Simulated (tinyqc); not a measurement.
Worked calculation: Pariser-Parr-Pople SCF with singles CI, for the molecule C=CC=CC=C (SMILES; centres numbered as the heavy atoms are written). One step of it, computed by the program tinyqc.

Question. PPP integrals. Mataga-Nishimoto: gamma = 14.399645/(R + a), a = 2 x 14.399645/(gamma_rr + gamma_ss); H_rr = -W_r - sum_(s != r) z_s gamma_rs; H_rs = beta for bonds.

Centres (angstrom, eV; a flat drawing with bonds scaled to 1.40 angstrom):
```
centre,x,y,core charge z,W,gamma_rr
1C,-3.045000,-0.196000,1,10.110000,11.850000
2C,-1.799000,0.442000,1,10.110000,11.850000
3C,-0.623000,-0.319000,1,10.110000,11.850000
4C,0.623000,0.319000,1,10.110000,11.850000
5C,1.799000,-0.442000,1,10.110000,11.850000
6C,3.045000,0.196000,1,10.110000,11.850000
```

Resonance integrals (eV):
```
i,j,beta
1,2,-2.230000
2,3,-2.230000
3,4,-2.230000
4,5,-2.230000
5,6,-2.230000
```

Give: repulsion gamma_rs; core matrix H.

Answer.

repulsion gamma_rs (eV), lower triangle:
```
,1C,2C,3C,4C,5C,6C
1C,11.8500
2C,5.5066,11.8500
3C,3.9556,5.5046,11.8500
4C,2.9273,3.9556,5.5066,11.8500
5C,2.3741,2.9267,3.9556,5.5046,11.8500
6C,1.9678,2.3741,2.9273,3.9556,5.5066,11.8500
```

core matrix H (eV), lower triangle:
```
,1C,2C,3C,4C,5C,6C
1C,-26.8413
2C,-2.2300,-30.3776
3C,0.0000,-2.2300,-31.9597
4C,0.0000,0.0000,-2.2300,-31.9597
5C,0.0000,0.0000,0.0000,-2.2300,-30.3776
6C,0.0000,0.0000,0.0000,0.0000,-2.2300,-26.8413
```
